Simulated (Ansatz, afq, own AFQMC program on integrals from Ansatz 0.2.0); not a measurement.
**Atomization energy of Al2, singlet, worked out**

```xyz
2

Al    0.0000    0.0000    0.0000
Al    0.0000    0.0000    3.0310
```

Basis cc-pVDZ. Only valence electrons are correlated. Integrals, coupled cluster, full CI and functionals: Ansatz 0.2.0; the random walks run on the same integrals in our own AFQMC program. The CISD trial takes its coefficients from CCSD amplitudes. Released means that phaseless walkers are propagated on without the constraint, phases kept. ± is one standard error of the sampling.

Total energies in eV. CBS is CCSD(T) at the limit of def2-TZVPP/QZVPP (extrapolated itself); the highest rung of each member is named.

Cautions: Al₂ (singlet): higher spins were not checked, restricted determinant unstable towards unrestricted (UHF 590 meV lower, ⟨S²⟩ 1.13), the released energy hasn't reached full CI (28 meV above it at 1.62 1/Eh, later times being too noisy to tell), so no released level is given (meV from the phaseless value at times in 1/Eh: -10 ± 8 at 0.24, -16 ± 7 at 0.51, -24 ± 7 at 0.99, -16 ± 8 at 1.62, -19 ± 14 at 2.40), CCSDTQ on the UHF determinant differs (230 meV lower), perhaps since the unrestricted series falls towards higher spin, its ph-AFQMC/CISD value lies 44 ± 7 meV above full CI.

```csv
member,count,CCSD(T)/cc-pVDZ,highest rung in cc-pVDZ,which,CCSD(T)/CBS
Al (doublet),+2,-6583.0131,-6583.0229,FCI,-6583.4221
"Al₂, singlet",-1,-13166.8943,-13166.9501,FCI,-13167.9947
```

Q: Work out the best estimate of the atomization energy: the CCSD(T)/CBS difference plus the step from CCSD(T) to the highest rung.

A: Sums with the counts: CCSD(T)/CBS 1.1505 eV, highest rung 0.9043 eV, CCSD(T)/cc-pVDZ 0.8681 eV. The step is 0.9043 − 0.8681 = 0.0362 eV, so the best estimate is 1.1505 + (0.0362) = 1.1867 eV = 27.4 kcal/mol. The basis set is worth 0.282 eV of it. Zero-point, core-correlation and spin–orbit terms aren't in it. Past Ne the Hartree–Fock part of each CBS total tends to overshoot, since the cores don't follow the formula; that largely cancels in the difference.

Best estimates are given only where the step beyond CCSD(T) is under 0.3 eV and no member's determinant is very poor (T1 over 0.05, or 0.07 for open shells, ⟨S²⟩ too high by 0.3, two states mixed), so the hardest cases are missing from such tables.

Each member of a difference takes its own highest rung, so a best estimate needn't equal the limit plus the step of one row.
